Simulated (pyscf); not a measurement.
CH₄ (SMILES C) + H₂C=N• (SMILES C=[N]) → H₃C–CH₂–N: (SMILES CC[N]) [triplet] + H• (SMILES [H]), a substitution at C (doublet surface; C–H broken, C–C formed). Single points on ωB97X-D3(BJ)/def2-SVP structures (PySCF, gas phase). Energies in eV from the separated reactants.

Small-basis levels: PySCF, no dispersion term, spherical d functions. AM1 to PM7: differences of heats of formation from MOPAC, which are fitted to 298 K values and so differ in kind from electronic energies by zero-point and thermal terms. Open shells are spin-unrestricted. 

```
level                   barrier  reaction energy
----------------------  -------  ---------------
HF/STO-3G                  4.06            +1.95
HF/3-21G                   3.68            +2.28
HF/6-31G*                  3.89            +2.40
MP2/6-31G*                 4.18            +2.87
B3LYP/STO-3G               4.52            +3.48
AM1                         [?]            +2.86
PM3                         [?]            +2.88
ωB97M-D3(BJ)/def2-TZVP      [?]            +3.61
```

Task: Some entries are withheld; supply them.

Result: 
- AM1, barrier: 3.47
- PM3, barrier: 3.18
- ωB97M-D3(BJ)/def2-TZVP, barrier: 4.32

Against the last row the barrier runs from -1.14 (PM3) to +0.20 eV (B3LYP/STO-3G). ωB97M-D3(BJ)/def2-TZVP has limits of its own. The same reactants have a lower exit, to HC≡N + H• + CH₄ (no saddle counted: cutting one bond, which may have a small barrier of its own, costs +1.39 eV at ωB97M-D3(BJ)/def2-TZVP, against +4.32 eV here). H₃C–CH₂–N: [triplet] lies 2.55 eV over its isomer H₃C–CH=NH (electronic energy, ωB97M-D3(BJ)/def2-TZVP). One saddle was located; it need not be the lowest between these sides. The angle at the attacked C is 176°. An unrestricted DFT solution here is markedly spin-contaminated.
